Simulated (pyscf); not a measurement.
Elimination: `[CH3][CH2][OH2+]` → `[OH3+]` + `[CH2]=[CH2]`

Gas phase, singlet surface, charge 1. Bonds broken: O1–C6, H2–C5. Bonds formed: O1–H2. Structures and frequencies: ωB97X-D3(BJ)/def2-SVP in PySCF. MP2 and CC: frozen core, UHF for open shells. ΔMP2 is the change of the MP2 total energy from the triple- to the quadruple-zeta basis.

Transition state (Å):

```xyz
10

O      1.3990    -1.1783     0.1864
H     -0.2628    -0.5332     1.0935
H      2.2520    -1.3058     0.6292
H      1.4127    -1.8077    -0.5508
C     -0.9436     0.4206     1.1717
C      0.0388     0.8689     0.2829
H     -0.8954     0.7446     2.2184
H     -1.9229     0.1298     0.7728
H      0.9643     1.3386     0.6381
H     -0.0582     0.7269    -0.8006
```

One imaginary mode, 437i cm⁻¹; descent along it reached the two sides named, in the forms told below.

```
bond   change  reactant side (Å)  saddle  product side
-----  ------  -----------------  ------  ------------
O1–C6  breaks              1.545   2.460           2.8
H2–C5  breaks              1.100   1.174         1.806
O1–H2   forms              2.455   2.000         1.085
```

Electronic energies relative to the reactant's lowest minimum found (kcal/mol):

```csv
level,barrier,reaction energy,reverse barrier
ωB97X-D3(BJ)/def2-TZVP,25.3,+39.6,-14.3
PBE/def2-TZVP,23.4,+36.8,-13.4
r²SCAN/def2-TZVP,24.5,+38.1,-13.6
B3LYP-D3(BJ)/def2-TZVP,22.7,+36.5,-13.8
PBE0-D3(BJ)/def2-TZVP,26.2,+39.6,-13.4
M06-2X/def2-TZVP,25.8,+37.2,-11.3
ωB97M-D3(BJ)/def2-TZVP,23.8,+36.6,-12.8
HF/def2-TZVP,22.3,+34.8,-12.5
MP2/def2-QZVPP,26.3,+35.1,-8.8
CCSD/def2-TZVPP,25.8,+34.9,-9.1
CCSD(T)/def2-TZVPP,25.7,+34.4,-8.7
CCSD(T)/def2-TZVPP + ΔMP2(QZVPP),25.4,+34.6,-9.2
```

With CCSD(T)/def2-TZVPP + ΔMP2(QZVPP) energies and thermal terms (ideal gas, 1 atm, RRHO with modes under 100 cm⁻¹ raised to 100, one conformer, R ln 2 for chiral ones without a mode under 150 cm⁻¹), in kcal/mol:

| T (K) | ΔH‡ | ΔG‡ | ΔH | ΔG |
|---|---|---|---|---|
| 298 | 21.3 | 20.1 | +31.3 | +21.6 |
| 600 | 21.8 | 18.6 | +31.2 | +11.7 |
| 900 | 21.9 | 17.0 | +30.5 | +2.0 |
| 1200 | 21.7 | 15.4 | +29.6 | -7.3 |

On the reactant side the descent ends in a point that may be a rotor saddle (no frequency run), 4.4 kcal/mol over the lowest minimum found and 20.9 kcal/mol under the saddle at ωB97X-D3(BJ)/def2-TZVP. On the product side the descent ends in a bound adduct, 22.3 kcal/mol under the separated species and 8.0 kcal/mol under the saddle at ωB97X-D3(BJ)/def2-TZVP. At ωB97X-D3(BJ)/def2-TZVP, PBE, r²SCAN, B3LYP-D3(BJ), PBE0-D3(BJ), M06-2X, ωB97M-D3(BJ)/def2-TZVP, HF, MP2, CCSD, CCSD(T), CCSD(T) the saddle lies under the separated products, which points to a path from their complex (located at ωB97X-D3(BJ) alone), and parting the products costs more than the saddle. This saddle turned up in a search for another step; its sides and bond changes are read from the two ends of the descent. One saddle was located; it need not be the lowest between these sides. The CCSD(T) − MP2 part came from Ansatz, without density fitting, on the same reference.
